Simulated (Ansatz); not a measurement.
Process, species as SMILES: O=C=[CH] → [CH-]=C=O (an electron is taken up)
B3LYP-D3(BJ)/def2-TZVP geometries, fixed; electronic energies without zero-point terms; positive where energy is released.
Largest species:
```
C
O 1 1.1710
C 1 1.2878 2 170.77
H 3 1.0711 1 137.10 2 -180.00
```
Charge 0, spin multiplicity 2.

Basis-set convergence of the adiabatic electron affinity at MP2 with Ansatz (a program for electronic structure). All functions are spherical. Cores are frozen. Open shells are unrestricted. No added dispersion term, no relativity. Functions are those of the species that has most. Reference: Hartree-Fock in aug-cc-pVQZ plus the correlation part extrapolated as X^-3 from aug-cc-pVTZ and aug-cc-pVQZ, 2.668 eV, itself unsure by roughly 0.017 eV (a third of the extrapolation step and of the last Hartree-Fock step). Deviations are taken from unrounded values.

```csv
basis,functions,adiabatic electron affinity (eV),minus reference (eV)
aug-cc-pVDZ,78,2.426,-0.242
cc-pVTZ,104,2.232,-0.436
pcseg-2,104,2.404,-0.264
def2-TZVPP,107,2.359,-0.309
def2-TZVPD,123,2.476,-0.192
"6-311++G(3df,3pd)",135,2.522,-0.146
aug-cc-pVTZ,161,2.571,-0.097
cc-pV5Z,328,2.586,-0.082
pcseg-4,364,2.619,-0.049
```
